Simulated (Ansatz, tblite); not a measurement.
# B(OH)3 (BH₃O₃): removing and adding an electron

The task here is to estimate one member of a computed series from the others.

Method: as each input shows; program: Ansatz 0.2.0, Gaussian basis.

The runs, in order: charge +1 doublet, at the geometry of the singlet (PBE0-D4/def2-TZVP, PBE-D4/def2-TZVP, r2SCAN-D4/def2-TZVP, CCSD(T)/def2-TZVPP); charge -1 doublet, at the geometry of the singlet (PBE0-D4/def2-TZVPD, PBE-D4/def2-TZVPD, r2SCAN-D4/def2-TZVPD); the starting singlet's energies come from earlier runs.

### The structure

The singlet was relaxed beforehand with r2SCAN-D4/def2-TZVP.

7 atoms, charge 0, spin multiplicity 1.

Atoms are counted from 1 here; the program's logs count them from 0.

Bond lengths: B1–O2 1.364 Å, B1–O4 1.380 Å, B1–O6 1.371 Å, O2–H3 0.962 Å, O4–H5 0.960 Å, O6–H7 0.960 Å. Angles: O2–B1–O4 118.3°, O2–B1–O6 116.2°, O4–B1–O6 125.5°, B1–O2–H3 111.6°, B1–O4–H5 115.7°, B1–O6–H7 115.1°.

Set-up of the first run:

Contents of in.yaml:

```yaml
crystal:
  periodic: [false, false, false]
  atoms:
    - {symbol: B, position_ang: [0.173589, -0.126893, -0.075815]}
    - {symbol: O, position_ang: [1.497129, -0.209044, -0.393956]}
    - {symbol: H, position_ang: [1.946712, 0.630232, -0.256338]}
    - {symbol: O, position_ang: [-0.316170, 1.081053, 0.377728]}
    - {symbol: H, position_ang: [-1.252533, 1.096624, 0.591031]}
    - {symbol: O, position_ang: [-0.560045, -1.273379, -0.236417]}
    - {symbol: H, position_ang: [-1.488672, -1.198592, -0.006243]}
basis:
  gaussian: {orbitals: def2-SVP}
total_charge: 1
magnetization: {spin_polarized: true, initial_magnetization: 1}
hamiltonian: {xc: pbe0, dispersion: d4}
output: {orbitals: {seedname: orbitals}}
```

Run with:

```sh
$ ansatz run in.yaml --threads 4 --pin off --events-out ev --progress --plain --max-ram 3916MiB
```

Steps of the session up to this table: Charge +1 doublet at the fixed geometry, first pass, PBE0-D4/def2-SVP; Charge +1 doublet at the fixed geometry, PBE0-D4/def2-TZVP; Charge +1 doublet at the fixed geometry, PBE-D4/def2-TZVP; Charge +1 doublet at the fixed geometry, r2SCAN-D4/def2-TZVP; Charge +1 doublet at the fixed geometry, CCSD(T)/def2-TZVPP.

One table of the session follows, with a row left open; its other results are not shown here.

It belongs to the step «Vertical ionisation energy». 

| method | vertical ionisation energy (eV) |
| --- | --- |
| HF/def2-TZVPP | 11.00 |
| PBE-D4/def2-TZVP | 11.35 |
| r2SCAN-D4/def2-TZVP | 11.53 |
| PBE0-D4/def2-TZVP | 11.79 |
| MP2/def2-TZVPP | ? |
| CCSD/def2-TZVPP | 12.21 |
| CCSD(T)/def2-TZVPP | 12.20 |

Estimate the missing values for MP2/def2-TZVPP.

**Answer.** vertical ionisation energy (eV): 12.64. In the column «vertical ionisation energy (eV)» it is the highest.
